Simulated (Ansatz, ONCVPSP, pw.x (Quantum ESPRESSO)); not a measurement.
Equation-of-state test of one ONCV potential (gallium)

| Property | Result |
| --- | --- |
| Element | Ga |
| Generator | ONCVPSP 4.0.1.1 (patched build) |
| Type | optimised norm-conserving Vanderbilt (ONCV) |
| Functional | LDA (Perdew-Wang 92) |
| Relativity | scalar-relativistic |
| Frozen core | [Ar] 3d10 |
| Valence charge | 3 |
| Reference configuration | 4s2 4p1 |
| Partial waves | 4s: rc 1.90 bohr, ncon 3, nbas 6, qcut 2.8 1/bohr, 1 projector; 4p: rc 2.65 bohr, ncon 3, nbas 6, qcut 2.4 1/bohr, 3 projectors, debl 1 Ha; d scattering state at 0.09 Ha: rc 2.35 bohr, ncon 3, nbas 7, qcut 3.6 1/bohr, 3 projectors, debl 3.2 Ha |
| Local potential | polynomial inside 1.50 bohr (lpopt 3, dvloc0 1 Ha) |
| Core correction | none |

Atomic tests: cutoffs needed: 20 Ha and 33 Ha (the cutoffs (Ha) at which the residual kinetic energy of the hardest occupied pseudo-wave falls to 1 and 0.1 mHa per electron) The cutoffs count occupied waves only; projector 3 of the d channel, the hardest unoccupied one, needs 77 Ha at the loose tolerance.; ghost test: no bound ghost flagged; GHOST(+) flags only above 600 eV; largest excitation error: +120 meV (all-electron minus pseudo) for 4s1 4p0, out of 4 test configurations.

Crystal test: diamond Ga in pw.x 7.5, no spin, 8³ k-points, Fermi–Dirac smearing 0.01 Ry, cutoffs 80/320 Ry. The reference is all-electron LAPW (Ansatz 0.2.0) with the same functional, mesh and smearing; V0 and B0 come from Birch–Murnaghan fits to the pressures at five volumes. Errors are pseudo minus all-electron; Δ is the rms difference of the E(V) curves that follow from these fits, minima aligned, over ±6 % about the mean V0. Mesh and smearing are coarse, so the numbers serve the comparison and aren't converged zero-temperature values; the lattice is a test structure that the element need not adopt.

```csv
V (Å³/atom),P all-electron (GPa),P pseudo (GPa)
21.773,2.85,0.28
22.346,1.35,-0.98
22.919,0.04,-2.07
23.492,-1.09,-3.02
24.065,-2.07,-3.85
```

All-electron: a0 = 5.683 Å (V0 = 22.94 Å³/atom), B0 = 48.4 GPa.

Pseudopotential: mean pressure error (GPa): -2.14; a0 (Å): 5.595; a0 error (%): -1.54; B0 error (%): +3.7; Δ (meV/atom): 11.3. The largest radius (2.65 bohr) exceeds half the bond length (2.32 bohr), so the spheres overlap, which is one possible source of error among others. This is a poor potential for the solid.

**Question.** At the middle volume, how do free energy and pressure move when the wave cutoff is lowered (ecutrho kept at four times it)?

**Answer.**

```json
{"cutoff (Ry)": "36", "shift of F (meV/atom)": "+57.2", "shift of P (GPa)": "-0.41"}
{"cutoff (Ry)": "48", "shift of F (meV/atom)": "+17.0", "shift of P (GPa)": "-0.37"}
{"cutoff (Ry)": "64", "shift of F (meV/atom)": "+3.9", "shift of P (GPa)": "-0.01"}
```

The run at the middle volume (29 k-points, 7 iterations) took about 36 s on one core of a shared host (Neoverse-N1, 64 threads, 124 GiB, load 62).
